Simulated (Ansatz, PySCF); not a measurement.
System: C$_{3}$H$_{2}$N, charge 0, doublet. C3H2N (SMILES C=[C]C#N, doublet).
B3LYP-D3(BJ)/def2-TZVP minimum from Ansatz (an electronic-structure program):
```xyz
6

C     -0.1282    -1.7986    -0.0228
C      0.1404    -0.5266    -0.0139
C      0.0407     0.8046     0.0109
H     -1.1530    -2.1666     0.0132
H      0.6558    -2.5497    -0.0664
N      0.0257     1.9771     0.0297
```
Charge 0, spin multiplicity 2.

Atomisation energy term by term, kcal/mol (programs: Ansatz). Open shells are spin-unrestricted; no spin-orbit coupling. Correlated methods leave the cores frozen. Rows without X2C or -DK are non-relativistic. CBS(X,Y): correlation extrapolated as X^-3, Hartree-Fock from the larger set. A bracket is a step between two methods taken in the basis named. 'core' is core correlation in cc-pwCVTZ, 'X2C' scalar relativity in cc-pVTZ-DK, both at CCSD(T). Where a partner has so few electrons that a lower coupled-cluster level is exact, that level stands in. The UHF reference of C3H2N (C=[C]C#N, doublet) is spin-contaminated (<S^2> up to 0.63 over the pure value in the sets run).

| term | basis | kcal/mol |
|---|---|---|
| Hartree-Fock | cc-pVQZ | 451.31 |
| CCSD correlation | CBS(cc-pVTZ,cc-pVQZ) | 173.86 |
| (T) | CBS(cc-pVTZ,cc-pVQZ) | 17.50 |
| CCSDT(Q) - CCSD(T) | cc-pVDZ | 2.75 |
| core correlation | cc-pwCVTZ | 3.91 |
| scalar relativity | X2C, cc-pVTZ-DK | -0.55 |
| minus zero-point energy | Hessian by PySCF at B3LYP-D3(BJ)/def2-TZVP | -22.45 |
| sum: D0 |  | 626.3 |
